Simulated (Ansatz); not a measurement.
Two shapes of doublet C2H4O(+).

Shape 1:

```xyz
7

C     0.0636    0.1912    0.3914
C    -0.6804   -0.9006    0.4476
O     0.6287    0.7240   -0.6991
H     0.2873    0.7776    1.2734
H    -1.0839   -1.2339    1.3925
H    -0.9062   -1.4905   -0.4339
H     0.4224    0.2153   -1.4690
```

Shape 2:

```xyz
7

C    -0.3022    0.3114   -0.0437
C    -0.5708   -0.6118    0.8836
O     0.7802    0.3774   -0.8385
H    -0.9854    1.1432   -0.2451
H    -1.4912   -0.5498    1.4644
H     0.1092   -1.4449    1.0883
H     1.3632   -0.3656   -0.6397
```

Basis set: def2-SVP (spherical functions). Left uncorrelated: 3 orbitals. Charge 1, multiplicity 2.

Computed with Ansatz (development build ahead of 0.2.0); each method stands on the lowest determinant of its kind that the runs found.

(1) Which shape is lower in energy, and by how much in each method?

## Answers

(1)

```tsv
method	E(2) − E(1) (eV)
UHF	-0.014
UHF-MP2	-0.068
PBE0 (unrestricted)	-0.061
```

Shape 2 is lower.
